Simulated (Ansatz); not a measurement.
# FH2OSi−: functionals against CCSD(T) at one geometry

An exercise on one series of results from a longer session: the logs are not shown, and one member is left open.

Method: single points in def2-TZVPPD; program: Ansatz 0.2.0, Gaussian basis.

Correlated methods freeze the cores.

## The starting structure

SMILES `[O-][SiH2]F`, 5 atoms, charge -1, spin multiplicity 1.

Atoms are counted from 1 here; the program's logs count them from 0.

Bond lengths: O1–Si2 1.664 Å, Si2–F3 1.788 Å, Si2–H4 1.573 Å, Si2–H5 1.536 Å. Angles: O1–Si2–F3 115.1°, O1–Si2–H4 122.3°, O1–Si2–H5 118.3°, F3–Si2–H4 95.5°, F3–Si2–H5 97.8°, H4–Si2–H5 103.1°.

Coordinates:

```xyz
5

O    -1.3920    0.7359    0.9318
Si   -0.1892    0.0647   -0.0019
F     1.2436   -0.5060    0.9034
H    -0.3982   -1.2687   -0.8103
H     0.5441    0.9681   -1.0049
```

Set-up of the first run:

run/in.yaml

```yaml
crystal:
  periodic: [false, false, false]
  atoms:
    - {symbol: O, position_ang: [-1.392000, 0.735900, 0.931800]}
    - {symbol: Si, position_ang: [-0.189200, 0.064700, -0.001900]}
    - {symbol: F, position_ang: [1.243600, -0.506000, 0.903400]}
    - {symbol: H, position_ang: [-0.398200, -1.268700, -0.810300]}
    - {symbol: H, position_ang: [0.544100, 0.968100, -1.004900]}
basis:
  gaussian: {orbitals: "def2-TZVPPD.json"}
total_charge: -1
correlation: {method: ccsd_t}
output: {forces: true}
```

The basis file named in the input lies beside it (Basis Set Exchange, JSON).

No record of the launch command was kept for these runs.

Steps of the session up to this table: CCSD(T)/def2-TZVPPD; PBE0-D4/def2-TZVPPD; wB97M-V/def2-TZVPPD; r2SCAN-D4/def2-TZVPPD; PBE-D4/def2-TZVPPD; HSE06-D4/def2-TZVPPD; CAM-B3LYP-D4/def2-TZVPPD.

One table of the session follows, with a row left open; its other results are not shown here.

| method | RMS force component (eV/Å) | angle to CCSD(T) forces (°) |
| --- | --- | --- |
| CCSD(T) | 1.373 | reference |
| PBE0-D4 | 1.469 | 4.7 |
| wB97M-V | 1.448 | 3.8 |
| r2SCAN-D4 | 1.409 | 3.8 |
| PBE-D4 | 1.169 | 6.6 |
| HSE06-D4 | 1.466 | 4.6 |
| CAM-B3LYP-D4 | ? | ? |

**Question.** Estimate the row for CAM-B3LYP-D4.

**Answer.** RMS force component (eV/Å): 1.514; angle to CCSD(T) forces (°): 4.2. In the column «RMS force component (eV/Å)» it is the highest.
